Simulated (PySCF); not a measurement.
C3H4F2.
Numbering: `[F:1][C@@H:2]1[CH2:3][C@H:4]1[F:5]` (hydrogens: H6 on C2; H7, H8 on C3; H9 on C4)

The same species was optimised twice, with GFN2-xTB and with PBE0-D3(BJ)/def2-SVP (PySCF), and the same property calculations (PySCF, gas phase) were run on both structures.

```tsv
coordinate	GFN2-xTB	PBE0-D3(BJ)/def2-SVP	change
C3–H7 (Å)	1.078	1.093	+0.015
C3–H8 (Å)	1.078	1.093	+0.015
C2–H6 (Å)	1.082	1.095	+0.013
C4–H9 (Å)	1.082	1.095	+0.013
C2–C4 (Å)	1.493	1.481	-0.012
C4–F5 (Å)	1.360	1.353	-0.007
F1–C2 (Å)	1.360	1.353	-0.007
C2–C3 (Å)	1.499	1.497	-0.002
C3–C4 (Å)	1.499	1.498	-0.001
C4–C2–H6 (°)	120.6	117.8	-2.8
C3–C2–H6 (°)	121.0	118.4	-2.6
C2–C4–H9 (°)	120.5	117.9	-2.6
C3–C4–H9 (°)	120.9	118.4	-2.5
F5–C4–H9 (°)	110.9	113.3	+2.4
F1–C2–H6 (°)	110.9	113.2	+2.3
F1–C2–C4 (°)	117.5	118.5	+1.0
H7–C3–H8 (°)	115.0	115.8	+0.8
```

Rotational constants: A = 11613, B = 3568, C = 3082 MHz (GFN2-xTB) against A = 11627, B = 3588, C = 3093 MHz (PBE0-D3(BJ)/def2-SVP). Point groups within 0.08 Å: C2 and C2.

On the GFN2-xTB structure: lowest singlet, TDDFT (eV) 7.76 [CAM-B3LYP/def2-SVPD]; lowest triplet, Tamm–Dancoff (eV) 7.34 [CAM-B3LYP/def2-SVPD]; isotropic polarisability (au) 36.0 [CAM-B3LYP/def2-SVPD]; HOMO (eV) -9.86 [CAM-B3LYP/def2-SVPD]; LUMO (eV) 1.57 [CAM-B3LYP/def2-SVPD]; dipole (D) 1.28 [CAM-B3LYP/def2-SVPD]; HOMO (eV) -8.22 [PBE0/pcSseg-1]; LUMO (eV) 1.25 [PBE0/pcSseg-1]; dipole (D) 1.13 [PBE0/pcSseg-1]; GIAO shielding of F1/F5 (mean) (ppm) 411.3 [PBE0/pcSseg-1]; GIAO shielding of C2/C4 (mean) (ppm) 113.0 [PBE0/pcSseg-1]; GIAO shielding of C3 (ppm) 170.2 [PBE0/pcSseg-1].

Question: What do these properties become on the PBE0-D3(BJ)/def2-SVP structure?

Answer: 
```
                                    property                level  on GFN2-xTB  on PBE0-D3(BJ)/def2-SVP  change
                  lowest singlet, TDDFT (eV)  CAM-B3LYP/def2-SVPD         7.76                     7.84   +0.08
           lowest triplet, Tamm–Dancoff (eV)  CAM-B3LYP/def2-SVPD         7.34                     7.43   +0.09
               isotropic polarisability (au)  CAM-B3LYP/def2-SVPD         36.0                     36.2    +0.2
                                   HOMO (eV)  CAM-B3LYP/def2-SVPD        -9.86                    -9.89   -0.03
                                   LUMO (eV)  CAM-B3LYP/def2-SVPD         1.57                     1.58   +0.01
                                  dipole (D)  CAM-B3LYP/def2-SVPD         1.28                     1.23   -0.05
energy, GFN2-xTB geometry as zero (kcal/mol)  CAM-B3LYP/def2-SVPD          0.0                     -0.3    -0.3
                                   HOMO (eV)        PBE0/pcSseg-1        -8.22                    -8.25   -0.03
                                   LUMO (eV)        PBE0/pcSseg-1         1.25                     1.27   +0.02
                                  dipole (D)        PBE0/pcSseg-1         1.13                     1.08   -0.05
energy, GFN2-xTB geometry as zero (kcal/mol)        PBE0/pcSseg-1          0.0                     -0.3    -0.3
        GIAO shielding of F1/F5 (mean) (ppm)        PBE0/pcSseg-1        411.3                    411.1    -0.2
        GIAO shielding of C2/C4 (mean) (ppm)        PBE0/pcSseg-1        113.0                    113.6    +0.6
                  GIAO shielding of C3 (ppm)        PBE0/pcSseg-1        170.2                    168.5    -1.7
```

The heavy atoms differ by 0.007 Å rms after alignment. Among all bonds C3–H7 and C3–H8 change most and about equally (+0.015 Å). Changes are differences of the printed values. Neither structure is proved a minimum here.
